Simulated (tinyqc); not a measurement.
Stretching all distances: RHF, UHF, MP2, CISD and CCSD against full CI in the sto-3g basis, for CH+, spin multiplicity 1. Computed by the program tinyqc with PySCF. All coordinates are multiplied by the scale. c0^2 is the weight of the RHF determinant in the lowest singlet FCI state (UHF is spin-contaminated and may lie near states of higher spin) and n(LUMO) the first natural occupation beyond the occupied space.

Geometry (angstrom):
```
atom,x,y,z
C,0.0000,0.0000,0.0000
H,0.0000,0.0000,1.0090
```

Full CI energy (hartree) and errors against it (kcal/mol):
```
scale,distance 1-2 (angstrom),E(FCI),RHF,UHF,MP2,CISD,CCSD,<S^2> UHF,c0^2,n(LUMO)
0.9900,0.9989,-37.482470,35.2466,26.2817,16.5688,0.9353,0.1226,0.5693,0.9286,0.0649
1.2100,1.2209,-37.518603,39.5397,33.2883,18.0294,1.3311,0.1484,0.5033,0.9275,0.0574
1.4300,1.4429,-37.500605,46.3955,41.2259,21.0773,2.0711,0.2204,0.4809,0.9144,0.0645
1.6500,1.6648,-37.467897,55.7493,49.0453,25.7197,3.2572,0.3291,0.6636,0.8846,0.1246
2.0900,2.1088,-37.412281,80.1978,37.6158,38.6950,7.1351,0.5395,1.0342,0.7564,0.3432
2.3100,2.3308,-37.396447,93.6051,32.3305,45.6808,9.5438,0.5573,1.0137,0.6654,0.4859
```

Estimate the missing row, scale = 1.87.

Computed row:
```
scale   distance 1-2 (angstrom)      E(FCI)      RHF      UHF      MP2    CISD    CCSD  <S^2> UHF    c0^2  n(LUMO)
1.8700                   1.8868  -37.436456  67.2344  45.0347  31.7505  4.9593  0.4501     0.9833  0.8324   0.2178
```

UHF lies below RHF over the whole range. The weight c0^2 goes from 0.93 to 0.67 and n(LUMO) from 0.06 to 0.49: static correlation grows as the bonds break into open-shell fragments. The spread of the error along the curve, which distorts its shape, is CCSD 0.4, CISD 8.6, UHF 22.8, MP2 29.1, RHF 58.4 kcal/mol.
